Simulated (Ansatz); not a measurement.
## P (model structure, started from the omega type, P6/mmm, No. 191, 3 atoms in the cell): lattice parameter c by level of theory

No measured value is used here.

**Question.** Put these levels in order of the lattice parameter c that they give for P (model structure, started from the omega type, P6/mmm, No. 191, 3 atoms in the cell), smallest first: PBE (Ansatz, a program for electronic structure), PBE-D3(BJ) (Ansatz), PBEsol (Ansatz).

**Answer.** PBE-D3(BJ) (2.446 Å), PBEsol (2.461 Å), PBE (2.485 Å)

Ansatz's density-functional and Hartree–Fock values are scalar-relativistic unless marked +SOC, with PAW data made under PBE.

A model structure was made by putting elements into a prototype or built by hand; it is no filed structure, need not be a known phase, and can be a saddle point held by its symmetry.
